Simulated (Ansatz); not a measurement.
Results of PBE-D3(BJ) (Ansatz, a program for electronic structure, plane waves, PAW) for zinc-blende MgTe (metastable phase).

Numerical settings: plane-wave cutoff 520 eV, 10×10×10 k mesh, Fermi–Dirac smearing 0.01 eV, scalar-relativistic PAW data made under PBE.

On both sides of the equilibrium volume: at 32.278 Å³/atom the pressure is 0.79 GPa and the direct gap at Γ 2.624 eV; at 33.595 Å³/atom they are -0.71 GPa and 2.442 eV. The fitted bulk modulus is 37.5 GPa.

Problem. Work out the volume deformation potential of this gap and its pressure coefficient, in two ways.

Solution. a_V = dE_g/d ln V = (2.442 − 2.624)/ln(33.595/32.278) = -4.55 eV. Since dP = −B d ln V, dE_g/dP = −a_V/B = 121 meV/GPa. Straight from the pressures: (2.624 − 2.442)/(0.79 − (-0.71)) = 121 meV/GPa. At this level and over this range the gap at Γ widens under pressure.

Spin–orbit coupling is not included; with these elements it can move the gap by several tenths of an eV or more.
